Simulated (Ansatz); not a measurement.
# C₂H₃O₂ radical: one species, many methods

An exercise on one series of results from a longer session: the logs are not shown, and one member is left open.

The runs use Ansatz 0.2.0, Gaussian basis; functionals in def2-TZVPP, the program's frozen cores in correlated methods.

Plan: LDA (SPW92), PBE-D4, revPBE-D4, BLYP-D4, r2SCAN-D4, B97M-V, PBE0-D4, B3LYP-D4, r2SCANh-D4, r2SCAN0-D4, HSE06-D4, BHLYP-D4, CAM-B3LYP-D4, LC-ωPBE, ωB97X-V, ωB97M-V, B2PLYP, PBE-QIDH; CCSD(T)/def2-SVP; CCSD(T)/def2-TZVPP; MP2/def2-QZVPP; extrapolation to the limit; RPA on PBE.

### The geometry

An earlier PBE0-D4 in a triple-zeta def2 set relaxation fixed the geometry.

SMILES `CO[C]=O`, 7 atoms, charge 0, spin multiplicity 2.

Atoms are counted from 1 here; the program's logs count them from 0.

Bond lengths: C1–O2 1.448 Å, C1–H5 1.090 Å, C1–H6 1.086 Å, C1–H7 1.090 Å, O2–C3 1.306 Å, C3–O4 1.183 Å. Angles: O2–C1–H5 109.7°, O2–C1–H6 105.6°, O2–C1–H7 109.7°, H5–C1–H6 110.9°, H5–C1–H7 109.9°, H6–C1–H7 110.9°, C1–O2–C3 115.6°, O2–C3–O4 131.1°.

Set-up of the first run:

in.yaml

```yaml
crystal:
  periodic: [false, false, false]
  atoms:
    - {symbol: C, position_ang: [-0.137440, 0.706081, -0.167651]}
    - {symbol: O, position_ang: [-0.791532, -0.443965, 0.420597]}
    - {symbol: C, position_ang: [-0.071962, -1.531852, 0.481224]}
    - {symbol: O, position_ang: [1.037736, -1.750234, 0.135758]}
    - {symbol: H, position_ang: [0.148932, 0.480096, -1.194610]}
    - {symbol: H, position_ang: [-0.870370, 1.507400, -0.136920]}
    - {symbol: H, position_ang: [0.745936, 0.964372, 0.416003]}
basis:
  gaussian: {orbitals: def2-TZVPP}
magnetization: {spin_polarized: true, initial_magnetization: 1}
hamiltonian: {xc: lda}
output: {orbitals: {seedname: orbitals}}
```

Among the steps run: LDA; PBE-D4 (GGA); revPBE-D4 (GGA); BLYP-D4 (GGA); r2SCAN-D4 (meta-GGA); B97M-V (meta-GGA); PBE0-D4 (hybrid); B3LYP-D4 (hybrid); r2SCANh-D4 (hybrid); r2SCAN0-D4 (hybrid); HSE06-D4 (hybrid); BHLYP-D4 (hybrid); CAM-B3LYP-D4 (range-separated); LC-ωPBE-D4 (range-separated; the results give it without D4); ωB97X-V (range-separated); ωB97M-V (range-separated); B2PLYP (double hybrid); PBE-QIDH (double hybrid).

One table of the session follows, with a row left open; its other results are not shown here.

It belongs to the step «Orbital energies across the functionals». 

```
  functional  HOMO (eV)  LUMO (eV)  gap (eV)
 LDA (SPW92)      -5.25      -3.88      1.37
      PBE-D4      -5.21      -3.42      1.78
   revPBE-D4      -5.15      -3.30      1.85
     BLYP-D4          ?          ?         ?
   r2SCAN-D4      -5.67      -2.86      2.81
      B97M-V      -5.54      -3.18      2.36
     PBE0-D4      -6.81      -2.19      4.62
    B3LYP-D4      -6.52      -2.68      3.84
  r2SCANh-D4      -6.27      -2.42      3.85
  r2SCAN0-D4      -7.18      -1.77      5.40
    HSE06-D4      -6.40      -2.58      3.82
    BHLYP-D4      -8.36      -1.12      7.24
CAM-B3LYP-D4      -8.25      -1.19      7.06
     LC-ωPBE      -9.63       0.37     10.00
     ωB97X-V      -9.16      -0.08      9.07
     ωB97M-V      -8.92      -0.31      8.61
```

Estimate the missing values for BLYP-D4.

Worked estimate for «HOMO (eV)». Against the share of exact exchange, B3LYP-D4 (0.2, -6.52), BHLYP-D4 (0.5, -8.36) give a slope of -6.13 per unit share; at 0 the line stands at -5.29.

The run gave: HOMO (eV): -5.09; LUMO (eV): -3.47; gap (eV): 1.62. In «HOMO (eV)» the line misses by -0.20.
